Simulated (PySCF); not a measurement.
# SVWN5/def2-TZVP run of BNH6 (SMILES [BH3-][NH3+])

Aim: the energy change on altering one bond length of BNH6 at SVWN5/def2-TZVP, from 2 runs. 

The calculation is run with PySCF 2.14.0.

1 further run of the same task is left out (set aside as unsound or not needed).

## (1) The system as given

BNH6 has 8 atoms, charge 0, and is taken as a singlet. SMILES: `[BH3-][NH3+]`. The coordinates come from a PBE0-D4/def2-TZVP relaxation.

Bond lengths: B1–N2 1.639 Å, B1–H3 1.212 Å, B1–H4 1.212 Å, B1–H5 1.212 Å, N2–H6 1.015 Å, N2–H7 1.015 Å, N2–H8 1.015 Å. Some angles: B1–N2–H6 110.9°, B1–N2–H7 110.9°, B1–N2–H8 110.9°, N2–B1–H3 105.3°, N2–B1–H4 105.3°, N2–B1–H5 105.3°, H6–N2–H7 108.0°, H6–N2–H8 108.0°, H7–N2–H8 108.0°, H3–B1–H4 113.3°.

## (2) The energy at SVWN5/def2-TZVP

Contents of input.xyz:

```xyz
8
BH6N
B     -0.191300     0.250800    -0.775400
N      0.206500    -0.255100     0.731700
H     -0.078200    -0.728400    -1.481000
H     -1.332600     0.649700    -0.687200
H      0.604400     1.126600    -1.038400
H      0.140800     0.507000     1.398700
H      1.156600    -0.611300     0.755300
H     -0.414000    -0.996500     1.040500
```

Contents of input.py:

```python
# [BH3-][NH3+]
from pyscf import gto, dft

mol = gto.M(
    atom='input.xyz',
    verbose=3,
    basis='def2-tzvp',
    max_memory=1860,
    charge=0,
)

mf = dft.RKS(mol)
mf.xc = 'svwn'
mf.grids.level = 5
mf.conv_tol = 1e-10
mf.kernel()
if not mf.converged:
    mf = mf.newton().run(mf.mo_coeff, mf.mo_occ)

energy = mf.e_tot
print('E(%s) = %.9f' % ('SVWN5', energy))
```

Run with:

```sh
$ OMP_NUM_THREADS=1 python input.py
```

Log:

```text
converged SCF energy = -82.4498318090212
E(SVWN5) = -82.449831809
```

It took 9.6 s on 1 thread of Arm Neoverse V1, shared host; peak memory 0.33 GiB.

## (3) The distorted shape at the same level

Contents of job.py:

```python
from pyscf import gto, dft

mol = gto.M(
    atom=[
    ('B', (-0.247846, 0.740367, -0.422624)),
    ('N', (0.149954, 0.234467, 1.084476)),
    ('H', (-0.078200, -0.728400, -1.481000)),
    ('H', (-1.389146, 1.139267, -0.334424)),
    ('H', (0.547854, 1.616167, -0.685624)),
    ('H', (0.084254, 0.996567, 1.751476)),
    ('H', (1.100054, -0.121733, 1.108076)),
    ('H', (-0.470546, -0.506933, 1.393276)),
],
    max_memory=1860,
    basis='def2-tzvp',
    spin=0,
    verbose=4,
)

calc0 = dft.RKS(mol, xc='svwn')
calc0.grids.level = 5
calc0.conv_tol = 1e-10
calc0.kernel()
if not calc0.converged:
    calc0 = calc0.newton().run(calc0.mo_coeff, calc0.mo_occ)

e_tot = calc0.e_tot
print('E(%s) = %.9f' % ('SVWN5', e_tot))
```

Run with:

```sh
$ OMP_NUM_THREADS=1 python job.py
```

Log:

```text
PySCF version 2.14.0

[INPUT] num. atoms = 8
[INPUT] num. electrons = 18
[INPUT] charge = 0
[INPUT] spin (= nelec alpha-beta = 2S) = 0
[INPUT] symmetry False subgroup None
[INPUT] Mole.unit = angstrom
[INPUT] Symbol           X                Y                Z      unit          X                Y                Z       unit  Magmom
[INPUT]  1 B     -0.247846000000   0.740367000000  -0.422624000000 AA   -0.468361061069   1.399090861666  -0.798643613668 Bohr   0.0
[INPUT]  2 N      0.149954000000   0.234467000000   1.084476000000 AA    0.283371991283   0.443078415248   2.049362628664 Bohr   0.0
[INPUT]  3 H     -0.078200000000  -0.728400000000  -1.481000000000 AA   -0.147776582941  -1.376476509133  -2.798684390481 Bohr   0.0
[INPUT]  4 H     -1.389146000000   1.139267000000  -0.334424000000 AA   -2.625105487035   2.152902612755  -0.631969769482 Bohr   0.0
[INPUT]  5 H      0.547854000000   1.616167000000  -0.685624000000 AA    1.035294016247   3.054113001560  -1.295641584429 Bohr   0.0
[INPUT]  6 H      0.084254000000   0.996567000000   1.751476000000 AA    0.159216984899   1.883238694779   3.309809953749 Bohr   0.0
[INPUT]  7 H      1.100054000000  -0.121733000000   1.108076000000 AA    2.078800782232  -0.230042030322   2.093960165204 Bohr   0.0
[INPUT]  8 H     -0.470546000000  -0.506933000000   1.393276000000 AA   -0.889203069010  -0.957964533504   2.632910055930 Bohr   0.0

nuclear repulsion = 39.5677052256253
number of shells = 46
number of NR pGTOs = 140
number of NR cGTOs = 98
basis = def2-tzvp
ecp = {}

******** <class 'pyscf.dft.rks.RKS'> ********
method = RKS
initial guess = minao
damping factor = 0
level_shift factor = 0
DIIS = <class 'pyscf.scf.diis.CDIIS'>
diis_start_cycle = 1
diis_space = 8
diis_damp = 0
SCF conv_tol = 1e-10
SCF conv_tol_grad = None
SCF max_cycles = 50
direct_scf = True
direct_scf_tol = 1e-13
XC library pyscf.dft.libxc version 7.0.0
    S. Lehtola, C. Steigemann, M. J.T. Oliveira, and M. A.L. Marques.,  SoftwareX 7, 1–5 (2018)
XC functionals = svwn
    P. A. M. Dirac.,  Math. Proc. Cambridge Philos. Soc. 26, 376 (1930)
    F. Bloch.,  Z. Phys. 57, 545 (1929)
    S. H. Vosko, L. Wilk, and M. Nusair.,  Can. J. Phys. 58, 1200 (1980)
radial grids:
    Treutler-Ahlrichs [JCP 102, 346 (1995); DOI:10.1063/1.469408] (M4) radial grids

becke partition: Becke, JCP 88, 2547 (1988); DOI:10.1063/1.454033
pruning grids: <function nwchem_prune>
grids dens level: 5
symmetrized grids: False
atomic radii adjust function: <function treutler_atomic_radii_adjust>
small_rho_cutoff = 0
Set gradient conv threshold to 1e-05
Initial guess from minao.
tot grids = 226512
init E= -82.1888818810972
  HOMO = -0.274281649107612  LUMO = -0.0510700888037618  gap/eV = 6.07390
cycle= 1 E= -82.33718485724  delta_E= -0.148  |g|= 0.41  |ddm|= 1.65
  HOMO = -0.152980821243418  LUMO = -0.0291392530047219  gap/eV = 3.36990
cycle= 2 E= -82.273999860089  delta_E= 0.0632  |g|= 0.599  |ddm|=    1
  HOMO = -0.193245188794961  LUMO = -0.0472878089718414  gap/eV = 3.97170
cycle= 3 E= -82.3900017814639  delta_E= -0.116  |g|= 0.086  |ddm|= 0.666
  HOMO = -0.204661596848423  LUMO = -0.0387720914522127  gap/eV = 4.51408
cycle= 4 E= -82.3926089648273  delta_E= -0.00261  |g|= 0.0275  |ddm|= 0.106
  HOMO = -0.201466283403501  LUMO = -0.0396502294758907  gap/eV = 4.40324
cycle= 5 E= -82.3927713580123  delta_E= -0.000162  |g|= 0.0111  |ddm|= 0.0215
  HOMO = -0.200841453487513  LUMO = -0.0399547411722576  gap/eV = 4.37795
cycle= 6 E= -82.3928116266192  delta_E= -4.03e-05  |g|= 0.00169  |ddm|= 0.0112
  HOMO = -0.201136558615033  LUMO = -0.039980390046324  gap/eV = 4.38528
cycle= 7 E= -82.3928130271942  delta_E= -1.4e-06  |g|= 0.000305  |ddm|= 0.00234
  HOMO = -0.201106493942813  LUMO = -0.0399863044749864  gap/eV = 4.38430
cycle= 8 E= -82.3928130632206  delta_E= -3.6e-08  |g|= 5.13e-05  |ddm|= 0.000346
  HOMO = -0.201106466115382  LUMO = -0.039985455587809  gap/eV = 4.38433
cycle= 9 E= -82.3928130639488  delta_E= -7.28e-10  |g|= 6.82e-06  |ddm|= 5.11e-05
  HOMO = -0.201107474934943  LUMO = -0.0399853143377147  gap/eV = 4.38436
cycle= 10 E= -82.3928130639649  delta_E= -1.62e-11  |g|= 7.73e-07  |ddm|= 8.26e-06
  HOMO = -0.20110728856559  LUMO = -0.0399852585548484  gap/eV = 4.38435
Extra cycle  E= -82.3928130639659  delta_E= -9.52e-13  |g|= 6.37e-07  |ddm|= 1.31e-06
converged SCF energy = -82.3928130639659
E(SVWN5) = -82.392813064
```

Wall time 11 s (1 thread of Arm Neoverse V1, shared host); peak memory 0.33 GiB.

## (4) Summary of results

Level: SVWN5/def2-TZVP.

```
                                                         quantity         value
                                        first shape: total energy  -82.44983 Eh
                                       first shape: dipole moment        5.46 D
                                         first shape: HOMO energy      -6.44 eV
                                         first shape: LUMO energy      -0.93 eV
                                       first shape: HOMO–LUMO gap       5.51 eV
                                    distorted shape: total energy  -82.39281 Eh
                                   distorted shape: dipole moment        6.01 D
                                     distorted shape: HOMO energy      -5.47 eV
                                     distorted shape: LUMO energy      -1.09 eV
                                   distorted shape: HOMO–LUMO gap       4.38 eV
energy change with the B1–H3 bond stretched from 1.212 to 1.818 Å      1.552 eV
```

With the B1–H3 bond stretched from 1.212 to 1.818 Å the energy rises by 1.55 eV (150 kJ/mol). The first shape isn't relaxed at this level, so the change isn't measured from a minimum. Mulliken charges (first shape) run from -0.47 on N2 to +0.30 on H6; they depend strongly on the basis. Mulliken charges (distorted shape) run from -0.45 on N2 to +0.31 on H7; they depend strongly on the basis.
